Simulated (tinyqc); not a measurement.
Worked calculation: UHF in the sto-3g basis, for H2O+, spin multiplicity 2. This run ends on a higher stationary point, not on the lowest solution. One step of it, computed by the program tinyqc.

Problem. Iteration 1: diagonalisation and new density. Diagonalise F' = X^T F X, C = X C', fill 5 alpha and 4 beta electrons from the bottom; D(s) = C_occ C_occ^T. Each column has its largest component positive (the first on a tie).

F(alpha) (hartree), order 1O 1s, 1O 2s, 1O 2px, 1O 2py, 1O 2pz, 2H 1s, 3H 1s:
$$\begin{pmatrix}
-25.300708 & -5.992500 & 0.000000 & 0.000000 & -0.021143 & -0.788601 & -0.788601 \\
-5.992500 & -4.038273 & 0.000000 & 0.000000 & 0.121544 & -0.960058 & -0.960058 \\
0.000000 & 0.000000 & -2.592525 & 0.000000 & 0.000000 & 0.000000 & 0.000000 \\
0.000000 & 0.000000 & 0.000000 & -2.706239 & 0.000000 & -0.560589 & 0.560589 \\
-0.021143 & 0.121544 & 0.000000 & 0.000000 & -2.539485 & -0.309729 & -0.309729 \\
-0.788601 & -0.960058 & 0.000000 & -0.560589 & -0.309729 & -0.898297 & -0.228319 \\
-0.788601 & -0.960058 & 0.000000 & 0.560589 & -0.309729 & -0.228319 & -0.898297
\end{pmatrix}$$

F(beta) (hartree), order 1O 1s, 1O 2s, 1O 2px, 1O 2py, 1O 2pz, 2H 1s, 3H 1s:
$$\begin{pmatrix}
-25.273963 & -5.951983 & 0.000000 & 0.000000 & -0.021527 & -0.780534 & -0.780534 \\
-5.951983 & -3.854097 & 0.000000 & 0.000000 & 0.117159 & -0.911361 & -0.911361 \\
0.000000 & 0.000000 & -2.543185 & 0.000000 & 0.000000 & 0.000000 & 0.000000 \\
0.000000 & 0.000000 & 0.000000 & -1.815147 & 0.000000 & -0.436332 & 0.436332 \\
-0.021527 & 0.117159 & 0.000000 & 0.000000 & -2.491085 & -0.305726 & -0.305726 \\
-0.780534 & -0.911361 & 0.000000 & -0.436332 & -0.305726 & -0.862438 & -0.232771 \\
-0.780534 & -0.911361 & 0.000000 & 0.436332 & -0.305726 & -0.232771 & -0.862438
\end{pmatrix}$$

X, order 1O 1s, 1O 2s, 1O 2px, 1O 2py, 1O 2pz, 2H 1s, 3H 1s:
$$\begin{pmatrix}
-0.386715 & 0.000000 & 0.711154 & 0.000000 & -0.602888 & 0.000000 & 0.216400 \\
0.985884 & 0.000000 & -0.254933 & 0.000000 & -0.274209 & 0.000000 & 0.482016 \\
0.000000 & 0.000000 & 0.000000 & 1.000000 & 0.000000 & 0.000000 & 0.000000 \\
0.000000 & 0.856263 & 0.000000 & 0.000000 & 0.000000 & 0.664742 & 0.000000 \\
0.394106 & 0.000000 & 0.673417 & 0.000000 & 0.645131 & 0.000000 & 0.196505 \\
-0.612052 & -0.709649 & -0.213177 & 0.000000 & 0.177319 & 0.401039 & 0.383113 \\
-0.612052 & 0.709649 & -0.213177 & 0.000000 & 0.177319 & -0.401039 & 0.383113
\end{pmatrix}$$

Give: F' = X^T F X; orbital energies; coefficients C; F' = X^T F X; orbital energies; coefficients C; D(alpha) after iteration 1; D(beta) after iteration 1.

Solution.

F' = X^T F X (alpha) (hartree):
$$\begin{pmatrix}
-2.4075 & 0.0000 & 3.2487 & 0.0000 & -3.1378 & 0.0000 & 0.6797 \\
0.0000 & -1.2964 & 0.0000 & 0.0000 & 0.0000 & -1.0151 & 0.0000 \\
3.2487 & 0.0000 & -11.7538 & 0.0000 & 9.3354 & 0.0000 & -5.3516 \\
0.0000 & 0.0000 & 0.0000 & -2.5925 & 0.0000 & 0.0000 & 0.0000 \\
-3.1378 & 0.0000 & 9.3354 & 0.0000 & -12.2532 & 0.0000 & 5.6541 \\
0.0000 & -1.0151 & 0.0000 & 0.0000 & 0.0000 & -2.0091 & 0.0000 \\
0.6797 & 0.0000 & -5.3516 & 0.0000 & 5.6541 & 0.0000 & -4.8447
\end{pmatrix}$$

orbital energies (alpha) (hartree): MO1 -25.3007, MO2 -2.8393, MO3 -2.7286, MO4 -2.5925, MO5 -2.4947, MO6 -0.6246, MO7 -0.5769

coefficients C (alpha), order 1O 1s, 1O 2s, 1O 2px, 1O 2py, 1O 2pz, 2H 1s, 3H 1s:
$$\begin{pmatrix}
1.0000 & -0.2289 & 0.0000 & 0.0000 & -0.0994 & 0.0574 & 0.0000 \\
-0.0001 & 0.9796 & 0.0000 & 0.0000 & 0.4329 & -0.4443 & 0.0000 \\
0.0000 & 0.0000 & 0.0000 & 1.0000 & 0.0000 & 0.0000 & 0.0000 \\
0.0000 & 0.0000 & 1.0375 & 0.0000 & 0.0000 & 0.0000 & -0.3142 \\
0.0008 & -0.3681 & 0.0000 & 0.0000 & 0.9432 & -0.1959 & 0.0000 \\
0.0004 & -0.0442 & -0.0832 & 0.0000 & -0.0642 & 0.7695 & 0.8109 \\
0.0004 & -0.0442 & 0.0832 & 0.0000 & -0.0642 & 0.7695 & -0.8109
\end{pmatrix}$$

F' = X^T F X (beta) (hartree):
$$\begin{pmatrix}
-2.3414 & 0.0000 & 3.2311 & 0.0000 & -3.1622 & 0.0000 & 0.7572 \\
0.0000 & -0.9045 & 0.0000 & 0.0000 & 0.0000 & -0.5628 & 0.0000 \\
3.2311 & 0.0000 & -11.7137 & 0.0000 & 9.3605 & 0.0000 & -5.3727 \\
0.0000 & 0.0000 & 0.0000 & -2.5432 & 0.0000 & 0.0000 & 0.0000 \\
-3.1622 & 0.0000 & 9.3605 & 0.0000 & -12.2034 & 0.0000 & 5.6186 \\
0.0000 & -0.5628 & 0.0000 & 0.0000 & 0.0000 & -1.4699 & 0.0000 \\
0.7572 & 0.0000 & -5.3727 & 0.0000 & 5.6186 & 0.0000 & -4.7421
\end{pmatrix}$$

orbital energies (beta) (hartree): MO1 -25.2740, MO2 -2.6846, MO3 -2.5432, MO4 -2.4225, MO5 -1.8170, MO6 -0.6195, MO7 -0.5574

coefficients C (beta), order 1O 1s, 1O 2s, 1O 2px, 1O 2py, 1O 2pz, 2H 1s, 3H 1s:
$$\begin{pmatrix}
1.0004 & -0.2078 & 0.0000 & -0.1352 & 0.0000 & 0.0577 & 0.0000 \\
-0.0019 & 0.8935 & 0.0000 & 0.5891 & 0.0000 & -0.4462 & 0.0000 \\
0.0000 & 0.0000 & 1.0000 & 0.0000 & 0.0000 & 0.0000 & 0.0000 \\
0.0000 & 0.0000 & 0.0000 & 0.0000 & 1.0153 & 0.0000 & -0.3799 \\
0.0007 & -0.5202 & 0.0000 & 0.8684 & 0.0000 & -0.1970 & 0.0000 \\
0.0006 & -0.0322 & 0.0000 & -0.0693 & -0.0312 & 0.7697 & 0.8145 \\
0.0006 & -0.0322 & 0.0000 & -0.0693 & 0.0312 & 0.7697 & -0.8145
\end{pmatrix}$$

D(alpha) after iteration 1, order 1O 1s, 1O 2s, 1O 2px, 1O 2py, 1O 2pz, 2H 1s, 3H 1s:
$$\begin{pmatrix}
1.0623 & -0.2674 & 0.0000 & 0.0000 & -0.0087 & 0.0169 & 0.0169 \\
-0.2674 & 1.1471 & 0.0000 & 0.0000 & 0.0476 & -0.0711 & -0.0711 \\
0.0000 & 0.0000 & 1.0000 & 0.0000 & 0.0000 & 0.0000 & 0.0000 \\
0.0000 & 0.0000 & 0.0000 & 1.0764 & 0.0000 & -0.0863 & 0.0863 \\
-0.0087 & 0.0476 & 0.0000 & 0.0000 & 1.0252 & -0.0443 & -0.0443 \\
0.0169 & -0.0711 & 0.0000 & -0.0863 & -0.0443 & 0.0130 & -0.0008 \\
0.0169 & -0.0711 & 0.0000 & 0.0863 & -0.0443 & -0.0008 & 0.0130
\end{pmatrix}$$

D(beta) after iteration 1, order 1O 1s, 1O 2s, 1O 2px, 1O 2py, 1O 2pz, 2H 1s, 3H 1s:
$$\begin{pmatrix}
1.0623 & -0.2672 & 0.0000 & 0.0000 & -0.0086 & 0.0167 & 0.0167 \\
-0.2672 & 1.1454 & 0.0000 & 0.0000 & 0.0468 & -0.0696 & -0.0696 \\
0.0000 & 0.0000 & 1.0000 & 0.0000 & 0.0000 & 0.0000 & 0.0000 \\
0.0000 & 0.0000 & 0.0000 & 0.0000 & 0.0000 & 0.0000 & 0.0000 \\
-0.0086 & 0.0468 & 0.0000 & 0.0000 & 1.0248 & -0.0435 & -0.0435 \\
0.0167 & -0.0696 & 0.0000 & 0.0000 & -0.0435 & 0.0058 & 0.0058 \\
0.0167 & -0.0696 & 0.0000 & 0.0000 & -0.0435 & 0.0058 & 0.0058
\end{pmatrix}$$
